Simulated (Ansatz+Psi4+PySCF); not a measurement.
Results of a calculation; reference values are marked as such.
```xyz
4

N     0.0000    0.0000    0.1165
H     0.0000    0.9397   -0.2718
H     0.8138   -0.4699   -0.2718
H    -0.8138   -0.4699   -0.2718
```

Basis set: cc-pVTZ (spherical functions). Frozen core: 1 orbital. Charge 0, multiplicity 1.

Starred EOM-CCSD(T)(a) on the restricted Hartree–Fock determinant with PySCF 2.14.0; the energies are vertical.

Task: The solver was asked for the few lowest roots only. Give the ionization energies of singlet NH3 among them whose weight of singles is over 0.7.

Result:

```csv
root,energy (eV),weight of singles
1,10.76,0.96
2,16.42,0.97
3,16.42,0.97
```

Higher main lines weren't sought.
